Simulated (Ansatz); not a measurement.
# SiH− (singlet): wave-function methods side by side, aug-cc-pVDZ

The task here is to estimate one member of a computed series from the others.

The runs use Ansatz 0.2.0, Gaussian basis; aug-cc-pVDZ, core rule «outside noble gas», up to 5 orbitals frozen.

To be run: UHF; CCSD(T) on RHF; CCSD(T) on UHF; BCCD(T) on RHF; CISD; CCSDT(Q) on RHF; CCSDT(Q) on UHF; CCSDTQ on RHF; CASSCF and MRCISD+Q, 6 electrons in 5 orbitals; CASSCF and MRCISD+Q(relaxed), 6 electrons in 5 orbitals; CASSCF and NEVPT2, 6 electrons in 5 orbitals; Full CI.

8 further runs of the same task are left out: 3 that didn't finish, 5 set aside as unsound or not needed.

## The system

The geometry is a PBE0/def2-TZVPD stationary point (not a proven minimum).

2 atoms, charge -1, spin multiplicity 1.

Atoms are counted from 1 here; the program's logs count them from 0.

Bond lengths: Si1–H2 1.558 Å.

Geometry (Å):

```csv
atom,x (Å),y (Å),z (Å)
Si1,0.00000,0.00000,0.00000
H2,0.00000,0.00000,1.55760
```

Set-up of the first run:

Input file in.yaml:

```yaml
crystal:
  periodic: [false, false, false]
  atoms:
    - {symbol: Si, position_ang: [0.000000, 0.000000, 0.000000]}
    - {symbol: H, position_ang: [0.000000, 0.000000, 1.557600]}
basis:
  gaussian: {orbitals: aug-cc-pVDZ}
total_charge: -1
magnetization: {spin_polarized: true, initial_magnetization: 0}
hamiltonian: {xc: hf}
output: {orbitals: {seedname: orbitals}}
```

On the command line:

```
$ ansatz run in.yaml --threads 1 --pin off --events-out ev --progress --plain --max-ram 2393MiB
```

Among the steps run: UHF; CCSD(T) on RHF; CCSD(T) on UHF; BCCD(T) on RHF; CISD; CCSDT(Q) on RHF; CCSDT(Q) on UHF; CCSDTQ on RHF; CASSCF and MRCISD+Q, 6 electrons in 5 orbitals; CASSCF and MRCISD+Q(relaxed), 6 electrons in 5 orbitals; CASSCF and NEVPT2, 6 electrons in 5 orbitals; Full CI.

One table of the session follows, with a row left open; its other results are not shown here.

| method | from FCI (kcal/mol) |
| --- | --- |
| RHF | +84.41 |
| RMP2 | +24.43 |
| CISD | +11.83 |
| RCCSD | +7.03 |
| RCCSD(T) | +3.83 |
| BCCD(T) | +3.86 |
| RCCSDT | ? |
| RCCSDT(Q) | -0.18 |
| RCCSDTQ | +0.02 |
| FCI | 0 |

Estimate the missing values for RCCSDT.

As computed: from FCI (kcal/mol): +0.75. In the column «from FCI (kcal/mol)» it lies between RCCSDTQ (+0.02) and RCCSD(T) (+3.83).

Left out of the table: CASSCF valence, NEVPT2 valence, MRCISD valence, MRCISD+Q valence (the active space lost an orbital or holds another state than full CI finds).

To keep in mind: The report flags that the cluster equations may have other roots. Left out of the table: UHF, UMP2, UCCSD, UCCSD(T), UCCSDT, UCCSDT(Q), MRCISD+Q(relaxed) valence (another determinant or state than the rows shown). The program flags RCCSDT(Q), RCCSDTQ as in doubt, so those rows may rest on another solution; read them beside their warnings. RCCSDT(Q) falls below full CI, which methods that aren't variational can do.
